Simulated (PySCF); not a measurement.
Species: C2H4NO (doublet state).
SMILES with atom numbers: `[H]/[N:1]=[CH:2]\[CH2:3][O:4]` (hydrogens: H5 on N1; H6 on C2; H7, H8 on C3)

Geometry (GFN2-xTB, Å), atoms numbered from 1 in this order:
```
atom  x, y, z in Å
N1     1.6329    0.0969   -0.1846
C2     0.4931    0.5553   -0.1238
C3    -0.8533   -0.2352    0.1151
O4    -0.7152   -1.5083    0.2579
H5     1.7960   -0.8976   -0.0767
H6     0.3237    1.6177   -0.2393
H7    -1.2388    0.3015    1.0144
H8    -1.4293    0.0790   -0.7876
```

Level of theory: UKS B3LYP, pcH-1 on C H N O, non-relativistic, mean-field spin-orbit, GIAO in PySCF. Isolated species at its GFN2-xTB geometry (one conformer only). A GFN2-xTB geometry isn't a minimum of the functional, and hyperfine couplings can be far from their values at a DFT geometry.

Output of the driver script. The program numbers atoms from 0.

```
UKS, coarse grid
  cycle   1  E = -208.29175025  |g| = 6.62e-01
  cycle   2  E = -204.78202233  |g| = 2.22e+00
  cycle   3  E = -208.36497292  |g| = 4.49e-01
  cycle   4  E = -208.44228954  |g| = 3.59e-01
  cycle   5  E = -208.49063361  |g| = 1.37e-01
  cycle   6  E = -208.49469696  |g| = 1.18e-01
  cycle   7  E = -208.49874284  |g| = 7.35e-02
  cycle   8  E = -208.50135028  |g| = 1.50e-02
  cycle   9  E = -208.50144725  |g| = 2.75e-03
  cycle  10  E = -208.50145197  |g| = 8.94e-04
UKS, final grid
  cycle   1  E = -208.50145951  |g| = 1.33e-03
  cycle   2  E = -208.50145713  |g| = 2.89e-03
  cycle   3  E = -208.50146042  |g| = 1.98e-04
  cycle   4  E = -208.50146046  |g| = 1.69e-04
  cycle   5  E = -208.50146050  |g| = 9.72e-05
  cycle   6  E = -208.50146051  |g| = 3.47e-05
  cycle   7  E = -208.50146052  |g| = 2.23e-05
E = -208.50146052 Eh   <S^2> = 0.7553 (exact 0.7500)
g shifts (ppm)      1          2          3
  rmc          -268       -268       -268
  gc            -13         25         45
  oz_so         -96       6386      56288
  total        -377       6143      56065
hyperfine (MHz)  atom isotope    a_iso     a_fc   dipolar eigenvalues
    0   14N      16.64      16.64     -4.26     -3.83      8.09
    1   13C      74.17      74.17    -18.24    -16.87     35.11
    2   13C     -44.58     -44.58     -8.50      2.61      5.89
    3   17O     -42.43     -42.43   -219.01    108.93    110.08
    4    1H      27.32      27.32     -8.25      0.06      8.19
    5    1H      68.17      68.17     -7.32     -2.75     10.07
    6    1H      75.55      75.55     -5.35     -3.97      9.32
    7    1H      73.13      73.13     -5.32     -3.98      9.30
```

Problem. The run flagged its g tensor. What set off the flag, and which results does it touch?

Solution. The largest g shift is +0.056, past the limit of 0.03 at which the run flags a species of elements up to argon. The orbital-Zeeman/spin–orbit term is second order, a sum of spin–orbit matrix elements over excitation energies, so it grows and becomes less reliable as an excited state comes close; a shift of this size calls for a check with another method. The contact and dipolar couplings don't rest on that expansion, but they belong to the state that the SCF found, and a close-lying state with the spin in another orbital would have other couplings; no stability test was run.

Problem. Where is the spin in this solution (atoms counted from 1)?

Solution. The largest Mulliken spin populations are on O4 (+0.74), C2 (+0.12) and N1 (+0.07). No atom but O4 exceeds +0.15. The unrestricted determinant has ⟨S²⟩ = 0.7553 (exact 0.7500), so spin contamination is small. 

Problem. Average a_iso over equivalent nuclei, turn it into first-order splittings with g = 2.0023, and give the multiplets for abundant isotopes (0.05 mT or more).

Solution. 
```
nuclei (from 1)  isotope    I                                         position  a_iso (MHz)  |a| (mT)    splits into
          H7/H8       1H  1/2                                  2 bonds from O4         74.3      2.65  1:2:1 triplet
             H6       1H  1/2  3 bonds from O4, on C2 of spin population +0.12         68.2      2.43    1:1 doublet
             H5       1H  1/2                                  4 bonds from O4         27.3      0.97    1:1 doublet
             N1      14N    1                                  3 bonds from O4         16.6      0.59  1:1:1 triplet
```

Class means assume fast exchange of nuclei equivalent by connectivity; if that motion is slow, each nucleus keeps its own coupling.

Hardware: an Arm Neoverse V2 with one thread, shared host with 192 logical CPUs at a one-minute load of 32. Cost: 9.1 s wall (grids of density and orbitals included), 0.47 GiB resident at most.
